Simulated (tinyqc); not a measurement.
Worked calculation (part 2 of 2): MP2 on RHF in the sto-3g basis, for H2O, spin multiplicity 1. Computed by tinyqc, a small Python program that keeps every step (integrals from PySCF). Command: `OMP_NUM_THREADS=1 python tinyqc.py 27832 27833 out.jsonl` (the two numbers bound the seeds that draw the settings). One thread of a shared host (Intel(R) Xeon(R) Processor @ 2.60GHz), about 0.2 s of CPU time with the checks.

Geometry (angstrom):
```
atom       x        y       z
O     0.0000   0.0000  0.0000
H     0.0000   0.7770  0.6560
H     0.0000  -0.8330  0.7040
```

## Integrals over molecular orbitals

coefficients C:
```
            MO1      MO2      MO3      MO4     MO5      MO6      MO7
1O 1s    0.9944  -0.2366   0.0146   0.0987  0.0000   0.1098   0.0396
1O 2s    0.0248   0.8674  -0.0774  -0.5070  0.0000  -0.6767  -0.2656
1O 2px   0.0000   0.0000   0.0000   0.0000  1.0000   0.0000   0.0000
1O 2py   0.0004   0.0158   0.6124  -0.0455  0.0000   0.2656  -0.8893
1O 2pz   0.0036   0.1028   0.0588   0.7403  0.0000  -0.7234  -0.2361
2H 1s   -0.0054   0.1618   0.4647   0.2785  0.0000   0.4860   0.9774
3H 1s   -0.0046   0.1364  -0.4353   0.3573  0.0000   0.8958  -0.5033
```

core Hamiltonian H = T + V (hartree), lower triangle:
```
           1O 1s    1O 2s   1O 2px   1O 2py   1O 2pz    2H 1s    3H 1s
1O 1s   -32.6208
1O 2s    -7.5891  -9.2420
1O 2px    0.0000   0.0000  -7.3812
1O 2py   -0.0014  -0.0146   0.0000  -7.4983
1O 2pz   -0.0166  -0.2006   0.0000  -0.0083  -7.4648
2H 1s    -1.5136  -3.3658   0.0000  -1.8186  -1.5968  -4.8377
3H 1s    -1.2697  -2.9685   0.0000   1.6472  -1.4515  -1.3082  -4.5924
```

Given earlier and not repeated: Two-electron integrals (ij|kl) in chemists' order.

(pq|rs) = sum C_ip C_jq C_kr C_ls (ij|kl), one index at a time.

one-electron integrals over orbitals h = C^T H C (hartree), lower triangle:
```
          1        2        3        4        5        6        7
1  -32.6039
2    0.5632  -7.5956
3   -0.0338   0.0435  -6.1548
4   -0.2228   0.5027  -0.1163  -6.6949
5    0.0000   0.0000   0.0000   0.0000  -7.3812
6   -0.2514   1.1953  -0.4843   1.2446   0.0000  -5.3649
7   -0.0903   0.4435   1.6560   0.2122   0.0000   0.0449  -5.5075
```

Two-electron integrals over orbitals (pq|rs), unique and non-zero (hartree):
```
(11|11) 4.7461      (21|11) -0.4236     (21|21) 0.0599      (22|11) 1.0128
(22|21) -0.0143     (22|22) 0.7252      (31|11) 0.0261      (31|21) -0.0032
(31|22) 0.0026      (31|31) 0.0112      (32|11) -0.0151     (32|21) 0.0015
(32|22) 0.0072      (32|31) 0.0173      (32|32) 0.1354      (33|11) 0.7825
(33|21) -0.0048     (33|22) 0.6288      (33|31) -0.0007     (33|32) -0.0021
(33|33) 0.6108      (41|11) 0.1754      (41|21) -0.0225     (41|22) 0.0139
(41|31) 0.0020      (41|32) 1.82e-04    (41|33) 0.0059      (41|41) 0.0253
(42|11) -0.1445     (42|21) 0.0086      (42|22) -0.0143     (42|31) 3.60e-05
(42|32) 0.0026      (42|33) 0.0035      (42|41) 0.0179      (42|42) 0.1275
(43|11) 0.0273      (43|21) -0.0010     (43|22) 0.0105      (43|31) -0.0031
(43|32) 0.0233      (43|33) 0.0074      (43|41) -0.0015     (43|42) -0.0133
(43|43) 0.0541      (44|11) 0.9489      (44|21) -0.0119     (44|22) 0.6621
(44|31) -6.79e-05   (44|32) -0.0132     (44|33) 0.5785      (44|41) -0.0092
(44|42) -0.0957     (44|43) 0.0109      (44|44) 0.7222      (51|51) 0.0260
(52|51) 0.0329      (52|52) 0.1478      (53|51) -0.0019     (53|52) -0.0068
(53|53) 0.0280      (54|51) -0.0127     (54|52) -0.0460     (54|53) 0.0038
(54|54) 0.0510      (55|11) 1.1154      (55|21) -0.0119     (55|22) 0.7510
(55|31) 0.0007      (55|32) -0.0077     (55|33) 0.6151      (55|41) 0.0049
(55|42) -0.0780     (55|43) 0.0155      (55|44) 0.6999      (55|55) 0.8802
(61|11) 0.1966      (61|21) -0.0298     (61|22) 0.0013      (61|31) 0.0049
(61|32) 0.0046      (61|33) -0.0010     (61|41) -0.0021     (61|42) -0.0203
(61|43) 0.0008      (61|44) 0.0164      (61|55) 0.0053      (61|61) 0.0268
(62|11) -0.2634     (62|21) 0.0058      (62|22) -0.1280     (62|31) 0.0028
(62|32) 0.0164      (62|33) -0.0699     (62|41) -0.0180     (62|42) -0.0286
(62|43) -0.0090     (62|44) -0.0627     (62|55) -0.1384     (62|61) 0.0106
(62|62) 0.0938      (63|11) 0.1005      (63|21) -0.0021     (63|22) 0.0464
(63|31) -0.0031     (63|32) 0.0294      (63|33) 0.0302      (63|41) 0.0006
(63|42) -0.0209     (63|43) 0.0342      (63|44) 0.0314      (63|55) 0.0558
(63|61) 1.58e-04    (63|62) -0.0263     (63|63) 0.0748      (64|11) -0.2543
(64|21) 0.0032      (64|22) -0.1163     (64|31) -0.0025     (64|32) -0.0197
(64|33) -0.0489     (64|41) -0.0006     (64|42) 0.0492      (64|43) -0.0157
(64|44) -0.1271     (64|55) -0.1395     (64|61) -0.0029     (64|62) 0.0535
(64|63) -0.0437     (64|64) 0.0964      (65|51) -0.0130     (65|52) -0.0503
(65|53) 0.0084      (65|54) -0.0039     (65|65) 0.0346      (66|11) 0.7986
(66|21) -0.0075     (66|22) 0.6011      (66|31) -0.0028     (66|32) -0.0455
(66|33) 0.5599      (66|41) 0.0178      (66|42) 0.0469      (66|43) -0.0316
(66|44) 0.5569      (66|55) 0.5864      (66|61) -0.0093     (66|62) -0.0889
(66|63) -0.0182     (66|64) -0.0364     (66|66) 0.6195      (71|11) 0.0712
(71|21) -0.0111     (71|22) -0.0007     (71|31) -0.0137     (71|32) -0.0214
(71|33) 0.0017      (71|41) 0.0009      (71|42) -0.0048     (71|43) 0.0046
(71|44) 0.0048      (71|55) 0.0018      (71|61) 0.0031      (71|62) -0.0027
(71|63) 0.0040      (71|64) 0.0024      (71|66) 0.0034      (71|71) 0.0209
(72|11) -0.0999     (72|21) 0.0020      (72|22) -0.0480     (72|31) -0.0142
(72|32) -0.0451     (72|33) -0.0169     (72|41) -0.0045     (72|42) -9.86e-05
(72|43) 0.0311      (72|44) -0.0311     (72|55) -0.0514     (72|61) -0.0028
(72|62) 0.0114      (72|63) 0.0234      (72|64) 0.0227      (72|66) -0.0336
(72|71) 0.0174      (72|72) 0.0699      (73|11) -0.3503     (73|21) 0.0068
(73|22) -0.1439     (73|31) -4.35e-05   (73|32) 0.0245      (73|33) -0.0855
(73|41) 0.0006      (73|42) 0.0762      (73|43) -0.0006     (73|44) -0.1406
(73|55) -0.1881     (73|61) -0.0057     (73|62) 0.0617      (73|63) -0.0203
(73|64) 0.0841      (73|66) -0.0560     (73|71) -0.0022     (73|72) 0.0321
(73|73) 0.1530      (74|11) -0.0438     (74|21) 0.0006      (74|22) -0.0153
(74|31) 0.0085      (74|32) 0.0719      (74|33) -0.0101     (74|41) -0.0011
(74|42) 0.0020      (74|43) 0.0055      (74|44) -0.0262     (74|55) -0.0230
(74|61) 0.0035      (74|62) 0.0182      (74|63) 0.0389      (74|64) -0.0061
(74|66) -0.0416     (74|71) -0.0109     (74|72) -0.0108     (74|73) 0.0328
(74|74) 0.0667      (75|51) -0.0047     (75|52) -0.0183     (75|53) -0.0221
(75|54) 0.0016      (75|65) 0.0036      (75|75) 0.0257      (76|11) -0.0063
(76|21) 4.25e-04    (76|22) 0.0057      (76|31) 0.0068      (76|32) 0.0738
(76|33) -0.0052     (76|41) 0.0041      (76|42) 0.0151      (76|43) 0.0462
(76|44) -0.0168     (76|55) -0.0041     (76|61) -0.0012     (76|62) -0.0097
(76|63) 0.0448      (76|64) -0.0206     (76|66) -0.0422     (76|71) -0.0090
(76|72) 0.0048      (76|73) 0.0300      (76|74) 0.0441      (76|76) 0.0820
(77|11) 0.8410      (77|21) -0.0087     (77|22) 0.6165      (77|31) 0.0058
(77|32) 0.0528      (77|33) 0.5924      (77|41) 0.0052      (77|42) -0.0121
(77|43) 0.0346      (77|44) 0.5779      (77|55) 0.6110      (77|61) 0.0044
(77|62) -0.0618     (77|63) 0.0589      (77|64) -0.0614     (77|66) 0.5280
(77|71) -0.0053     (77|72) -0.0195     (77|73) -0.0698     (77|74) 0.0265
(77|76) 0.0437      (77|77) 0.6334
```

## Second-order Moller-Plesset energy

orbital energies (hartree): MO1 -20.2611, MO2 -1.2313, MO3 -0.5628, MO4 -0.4518, MO5 -0.3911, MO6 0.5144, MO7 0.6342

Hartree-Fock energy = -74.955399 hartree

E2 = sum_ijab (ia|jb) [2 (ia|jb) - (ib|ja)] / (e_i + e_j - e_a - e_b) over occupied i, j and virtual a, b; the opposite-spin part is (ia|jb)^2 / denominator, the rest is same-spin, and SCS-MP2 scales them by 6/5 and 1/3.

Terms (the 40 largest of 68):
```
i  j  a  b  (ia|jb)  (ib|ja)  denominator       term
3  3  7  7   0.1530   0.1530      -2.3941    -0.0098
4  3  6  7   0.0841   0.0389      -2.1633    -0.0050
3  4  7  6   0.0841   0.0389      -2.1633    -0.0050
4  4  6  6   0.0964   0.0964      -1.9324    -0.0048
3  3  6  6   0.0748   0.0748      -2.1544    -0.0026
2  2  6  6   0.0938   0.0938      -3.4913    -0.0025
3  2  7  6   0.0617   0.0234      -2.9427    -0.0021
2  3  6  7   0.0617   0.0234      -2.9427    -0.0021
4  4  7  7   0.0667   0.0667      -2.1721    -0.0020
2  2  7  7   0.0699   0.0699      -3.7310    -0.0013
4  2  6  6   0.0535   0.0535      -2.7118    -0.0011
2  4  6  6   0.0535   0.0535      -2.7118    -0.0011
3  4  6  6  -0.0437  -0.0437      -2.0434    -0.0009
4  3  6  6  -0.0437  -0.0437      -2.0434    -0.0009
5  5  6  6   0.0346   0.0346      -1.8109    -0.0007
4  3  7  7   0.0328   0.0328      -2.2831  -4.71e-04
3  4  7  7   0.0328   0.0328      -2.2831  -4.71e-04
2  3  7  7   0.0321   0.0321      -3.0626  -3.37e-04
3  2  7  7   0.0321   0.0321      -3.0626  -3.37e-04
5  5  7  7   0.0257   0.0257      -2.0506  -3.22e-04
3  2  6  6  -0.0263  -0.0263      -2.8228  -2.44e-04
2  3  6  6  -0.0263  -0.0263      -2.8228  -2.44e-04
4  2  6  7   0.0227   0.0182      -2.8317  -2.19e-04
2  4  7  6   0.0227   0.0182      -2.8317  -2.19e-04
3  3  7  6  -0.0203  -0.0203      -2.2743  -1.80e-04
3  3  6  7  -0.0203  -0.0203      -2.2743  -1.80e-04
3  2  6  7   0.0234   0.0617      -2.9427   1.18e-04
2  3  7  6   0.0234   0.0617      -2.9427   1.18e-04
3  4  6  7   0.0389   0.0841      -2.1633   1.12e-04
4  3  7  6   0.0389   0.0841      -2.1633   1.12e-04
4  2  7  6   0.0182   0.0227      -2.8317  -8.73e-05
2  4  6  7   0.0182   0.0227      -2.8317  -8.73e-05
2  4  7  7  -0.0108  -0.0108      -2.9516  -3.97e-05
4  2  7  7  -0.0108  -0.0108      -2.9516  -3.97e-05
2  2  6  7   0.0114   0.0114      -3.6111  -3.62e-05
2  2  7  6   0.0114   0.0114      -3.6111  -3.62e-05
4  4  7  6  -0.0061  -0.0061      -2.0522  -1.84e-05
4  4  6  7  -0.0061  -0.0061      -2.0522  -1.84e-05
1  1  6  6   0.0268   0.0268     -41.5510  -1.73e-05
1  2  7  7   0.0174   0.0174     -22.7609  -1.33e-05
```

Pair energies (hartree; pair i-j sums ij and ji):
```
pair  opposite spin  same spin
1-1       -2.81e-05          0
2-1       -3.80e-05  -8.54e-10
2-2         -0.0039          0
3-1       -4.85e-06  -8.57e-06
3-2         -0.0041    -0.0010
3-3         -0.0127          0
4-1       -1.32e-05  -1.13e-07
4-2         -0.0028  -1.48e-05
4-3         -0.0108    -0.0019
4-4         -0.0069          0
5-5         -0.0010          0
```

MP2 correlation energy = -0.045191 hartree

SCS-MP2 correlation energy = -0.051710 hartree

MP2 total energy = -75.000590 hartree
